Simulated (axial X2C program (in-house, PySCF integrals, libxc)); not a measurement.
## Testing model relations on MgB⁺

A bond curve at the PBE0 level, 2c, was computed with an in-house all-electron X2C program for linear molecules (integrals from PySCF) (basis Mg dyall-cv3z [9s8p6d3f], B dyall-v3z [7s6p2d1f] (cores contracted in-house)) for the state Ω = 0 (closed shell). Its fit gives Re = 2.5675 Å, ωe = 343.7 cm⁻¹, ωexe = 2.35 cm⁻¹ and αe = 3.580e-03 cm⁻¹; the masses are 23.9850 and 11.0093 u. Two-component means X2C with spin–orbit coupling and atomic mean-field Coulomb and Gaunt terms.

(1) Find the reduced mass, Be and the force constant.

(2) Where do the fundamental and the first overtone lie?

(3) Estimate the centrifugal constant by the Kratzer relation.

(4) A Morse curve ties αe to the other constants (Pekeris). How well does that hold?

(5) Give B0, the J = 1←0 line in GHz and the most populated J at 300 K (kT = 208.5 cm⁻¹).

The state is a single determinant with fixed occupations, the lowest that a limited PBE0 search found.

Answers

(1) From the PBE0 values: μ = 7.5457 u. Be = 16.8576/(μ Re²) = 0.3389 cm⁻¹. k = 5.8918×10⁻⁷ μ ωe² = 0.525 mdyn/Å.

(2) ν(1←0) = ωe − 2ωexe = 339.0 cm⁻¹; ν(2←0) = 2ωe − 6ωexe = 673.3 cm⁻¹.

(3) D = 4Be³/ωe² = 1.32e-06 cm⁻¹.

(4) αe(Morse) = 6Be²/ωe × (√(ωexe/Be) − 1) = 3.275e-03 cm⁻¹; the PBE0 curve gives 3.580e-03 cm⁻¹, a ratio of 0.91.

(5) B0 = Be − αe/2 = 0.3371 cm⁻¹; 2B0 = 20.21 GHz; J(max) ≈ √(kT/2B0) − 1/2 = 17.1, so J = 17.
